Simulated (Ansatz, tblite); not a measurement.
Removing an electron: PPPP tetrahedron (P4). Charge 0, multiplicity 1. Geometry: PBE0-D4/def2-TZVP. Ansatz, gas phase; energy differences of separate SCF runs; the oxidised species was run as a doublet alone.

```xyz
4

P     0.7029    0.6302    0.9475
P     0.7902   -0.8719   -0.6357
P    -0.4711    0.8950   -0.8752
P    -1.0221   -0.6533    0.5634
```

The xTB rows come from tblite. Correlated methods freeze 20 core orbitals. HOMO above LUMO, or a gap near zero within one spin, warns that the state may not be the lowest or that an electron is smeared out.

```
           level  −HOMO (eV)  vertical IE (eV)  −LUMO (eV)  HOMO–LUMO gap (eV)                                     remarks
        GFN2-xTB       11.17             13.68        7.64                3.52                                           –
   HF/def2-TZVPP           –              8.79           –                   –                                           –
PBE-D4/def2-TZVP        6.62              9.53        1.54                5.08  gap within one spin near zero (+1 doublet)
  MP2/def2-TZVPP           –              9.75           –                   –                                           –
 CCSD/def2-TZVPP           –              9.56           –                   –                                           –
```

(1) Estimate the rows for GFN1-xTB, r2SCAN-D4/def2-TZVP, PBE0-D4/def2-TZVP, CCSD(T)/def2-TZVPP.

Answers

(1) 
```
              level  −HOMO (eV)  vertical IE (eV)  −LUMO (eV)  HOMO–LUMO gap (eV)
           GFN1-xTB       10.55             14.92        6.95                3.60
r2SCAN-D4/def2-TZVP        6.88              9.64        1.40                5.48
  PBE0-D4/def2-TZVP        7.62              9.63        0.71                6.91
 CCSD(T)/def2-TZVPP           –              9.60           –                   –
```

  Raw xTB energy differences between charge states are shifted by several eV; the methods need an empirical correction for them.
